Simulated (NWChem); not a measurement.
Correlation energy of Na (+1)

```
Na
```
Charge +1, spin multiplicity 1.

The numbers come from NWChem runs, not from measurements.

Basis set: def2-QZVP. Each correlation energy counts from its own Hartree-Fock reference.

```csv
method,correlation energy (mHa),difference from CCSD(T)
MP2,-134.8,+6.9
SCS-MP2,-130.1,+11.6
CR-CCSD[T],-141.8,-0.1
CR-CCSD(T),-141.7,+0.1
CCSD,-140.1,+1.7
CCSD+T(CCSD),-141.9,-0.2
CCSD(T),-141.8,0.0
```

The values span 11.8 mHa, from CCSD+T(CCSD) (lowest) to SCS-MP2 (highest). 

The correlated methods keep 1 core orbital frozen. Differences from the coupled-cluster row are differences between methods, not errors against experiment.
